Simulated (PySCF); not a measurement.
**O2 (triplet) with other numerical set-ups**

Which parts of the numerical set-up matter for O2 (triplet)? Each run edits the base script.

Computed with PySCF 2.14.0. Level: each script names its method and basis.

2 further runs of the same task are left out: 2 that didn't finish.

## Step 1: The system as given

O2 (triplet): 2 atoms, charge 0, spin multiplicity 3.

Bond lengths: O1–O2 1.140 Å.

## Step 2: Base script

Input file input.py:

```python
from pyscf import gto, dft, tdscf

mol = gto.M(
    atom='O 0 0 0; O 0 0 1.14',
    basis='aug-cc-pvdz',
    charge=0,
    spin=2,
    verbose=4,
)
mf = dft.UKS(mol, xc='pw91')
mf.kernel()
td = tdscf.TDA(mf)
td.nstates = 5
td.kernel()
td.analyze()
mf.dip_moment()
print('orbital energies (hartree):', [e[max(0, n-3):n+3].round(4) for e, n in zip(mf.mo_energy, mol.nelec)])
```

Run with:

```sh
$ OMP_NUM_THREADS=1 python input.py
```

Its log is not repeated here.

Base result: E(SCF) = -150.304440 Eh, 7 cycles, ⟨S²⟩ = 2.004, μ = 0.00 D, excitations 7.36, 7.36, 7.65, 7.65, 7.88 eV.

The bond length is a typed value, not an optimised one. The triplet is typed in the script; nothing here shows that it is the ground state.

## Step 3: 6-31g

Variant 1 changes basis set: aug-cc-pvdz → 6-31g.

Input file input.py:

```python
from pyscf import gto, dft, tdscf

mol = gto.M(
    atom='O 0 0 0; O 0 0 1.14',
    basis='6-31g',
    charge=0,
    spin=2,
    verbose=4,
)
mf = dft.UKS(mol, xc='pw91')
mf.kernel()
td = tdscf.TDA(mf)
td.nstates = 5
td.kernel()
td.analyze()
mf.dip_moment()
print('orbital energies (hartree):', [e[max(0, n-3):n+3].round(4) for e, n in zip(mf.mo_energy, mol.nelec)])
```

Run with:

```sh
$ OMP_NUM_THREADS=1 python input.py
```

## Step 4: Pcseg-2

Variant 2 changes basis set: aug-cc-pvdz → pcseg-2.

input.py: that of step 2 with these lines changed.

```diff
@@ -4,3 +4,3 @@
     atom='O 0 0 0; O 0 0 1.14',
-    basis='aug-cc-pvdz',
+    basis='pcseg-2',
     charge=0,
```

## Step 5: Minao

Variant 3 changes basis set: aug-cc-pvdz → minao.

input.py: that of step 2 with these lines changed.

```diff
@@ -4,3 +4,3 @@
     atom='O 0 0 0; O 0 0 1.14',
-    basis='aug-cc-pvdz',
+    basis='minao',
     charge=0,
```

## Step 6: Jorge-dzp

Variant 4 changes basis set: aug-cc-pvdz → jorge-dzp.

input.py: that of step 2 with these lines changed.

```diff
@@ -4,3 +4,3 @@
     atom='O 0 0 0; O 0 0 1.14',
-    basis='aug-cc-pvdz',
+    basis='jorge-dzp',
     charge=0,
```

**Question.** What will these runs give? Wanted: for each run, E(SCF); from base; gap, α spin; after the SCF.

As calculated:

```csv
run,E(SCF) (hartree),from base (eV),cycles,"gap, α spin (eV)",functions,after the SCF
base,-150.304440,0,7,7.46,46,lowest root found 7.36 eV
6-31g,-150.214234,+2.4546,6,12.33,18,lowest root found 8.05 eV
pcseg-2,-150.344366,-1.0865,7,10.10,60,lowest root found 7.94 eV
minao,-150.141986,+4.4206,5,12.82,10,lowest root found 7.82 eV
jorge-dzp,-150.308019,-0.0974,7,11.78,30,lowest root found 7.98 eV
```

What this shows: The largest comparable shift of the SCF energy, +4.421 eV, comes with the run “minao”. 6-31g (18 functions) gives an energy 2.45 eV higher than aug-cc-pvdz (46). pcseg-2 (60 functions) gives an energy 1.09 eV lower than aug-cc-pvdz (46). minao (10 functions) gives an energy 4.42 eV higher than aug-cc-pvdz (46). jorge-dzp (30 functions) gives an energy 0.10 eV lower than aug-cc-pvdz (46); size alone doesn't order basis sets of different families.
